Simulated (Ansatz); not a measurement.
CH₃NSi, closed shell: a trajectory.

in.yaml

```yaml
crystal:
  periodic: [false, false, false]
  atoms:
    - {symbol: Si, position_ang: [-0.328778, 0.156348, 0.412761]}
    - {symbol: C, position_ang: [1.409864, -0.670501, -1.769819]}
    - {symbol: N, position_ang: [0.710953, -0.338256, -0.890620]}
    - {symbol: H, position_ang: [-0.497189, 1.622140, 0.320995]}
    - {symbol: H, position_ang: [-1.621076, -0.541776, 0.245676]}
    - {symbol: H, position_ang: [0.326326, -0.228056, 1.681008]}
basis:
  gaussian: {orbitals: def2-SVP}
hamiltonian: {xc: pbe0, dispersion: d4}
md: {n_steps: 30, timestep: 0.75, temperature: 100, ensemble: npt, seed: 501, initial_velocities: maxwell_boltzmann}
```

Launched with

```bash
ansatz run in.yaml --threads 2 --pin off --events-out ev --progress --plain --max-ram 4352MiB
```

Output of Ansatz 0.2.0:

```
Error: YAML parse error: error: line 13 column 63: unknown variant `npt`, expected one of nve, nve_milne, nvt_langevin, nvt_nose_hoover, npt_langevin
  --> <input>:13:63
   |
11 |   gaussian: {orbitals: def2-SVP}
12 | hamiltonian: {xc: pbe0, dispersion: d4}
13 | md: {n_steps: 30, timestep: 0.75, temperature: 100, ensemble: npt, seed: 501, initial_velocities: maxwell_boltzmann}
   |                                                               ^ unknown variant `npt`, expected one of nve, nve_milne, nvt_langevin, nvt_nose_hoover, npt_langevin
```

Hardware: 2 CPU threads of an Arm Neoverse V1, shared host. Wall time about 0.05 s.


The program refused the input. The ensemble's name is not one that the program knows.